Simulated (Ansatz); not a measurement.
Breaking a bond: HF, singlet.

RKS-PBE = restricted PBE/cc-pVDZ (Ansatz, a quantum-chemistry and plane-wave program); UKS-PBE = unrestricted PBE/cc-pVDZ (Ansatz); UKS-PBE0 = unrestricted PBE0/cc-pVDZ run with Ansatz; FCI = Ansatz with full CI/cc-pVDZ, frozen core.

Energies relative to the lowest point of each curve between 0.74 and 1.11 Å, where full CI is lowest, in kcal/mol; the last columns give the error against full CI:

```
R / Å  RKS-PBE  UKS-PBE  UKS-PBE0    FCI  RKS-PBE − FCI  UKS-PBE − FCI  UKS-PBE0 − FCI
-----  -------  -------  --------  -----  -------------  -------------  --------------
0.64     125.3    125.3     121.1  121.3            4.0            4.0            -0.2
0.69      73.4     73.4      69.9   69.9            3.6            3.6             0.0
0.74      39.9     39.9      37.0   36.8            3.0            3.0             0.2
0.77      26.1     26.1      23.7   23.5            2.6            2.6             0.2
0.81      13.3     13.3      11.5   11.3            2.0            2.0             0.2
0.83       8.8      8.8       7.4    7.2            1.7            1.7             0.2
0.86       4.1      4.1       3.1    2.9            1.1            1.1             0.1
0.89       1.3      1.3       0.8    0.7            0.6            0.6             0.1
0.92       0.0      0.0       0.0    0.0            0.0            0.0             0.0
0.95       0.0      0.0       0.5    0.6           -0.6           -0.6            -0.1
1.00       2.1      2.1       3.4    3.7           -1.6           -1.6            -0.2
1.04       5.2      5.2       7.2    7.5           -2.3           -2.3            -0.3
1.11      12.6     12.6      15.8   16.2           -3.6           -3.6            -0.5
1.18      21.6     21.6      25.9   26.3           -4.7           -4.7            -0.4
1.28      35.5     35.5      41.4   41.4           -6.0           -6.0            -0.1
1.40      52.2     52.2      60.0   58.9           -6.7           -6.7             1.0
1.54      70.5     70.5      80.3   76.9           -6.3           -6.3             3.4
1.75      94.2     94.0     101.6   97.5           -3.2           -3.4             4.2
1.92     110.0    106.5     111.5  108.7            1.2           -2.3             2.7
2.19     129.3    117.7     120.2  118.9           10.4           -1.3             1.3
2.58     147.8    125.5     125.8  124.4           23.4            1.1             1.4
2.99     159.2    129.2     127.8  126.0           33.2            3.2             1.9
```

RKS-PBE is furthest from FCI at 2.99 (33.2 kcal/mol, above); its mean absolute error over the points is 5.5 kcal/mol.

UKS-PBE is furthest from FCI at 1.40 (-6.7 kcal/mol, below); its mean absolute error over the points is 2.8 kcal/mol.

UKS-PBE0 is furthest from FCI at 1.75 (4.2 kcal/mol, above); its mean absolute error over the points is 0.9 kcal/mol.

The restricted form behind RKS-PBE keeps the bonding electrons paired and can't separate into open-shell fragments. The unrestricted determinant behind UKS-PBE is spin-contaminated at 1.75 to 2.99 Å (<S²> up to 0.9, against 0.00 for a pure singlet). The unrestricted determinant behind UKS-PBE0 is spin-contaminated at 1.75 to 2.99 Å (<S²> up to 1.0, against 0.00 for a pure singlet).
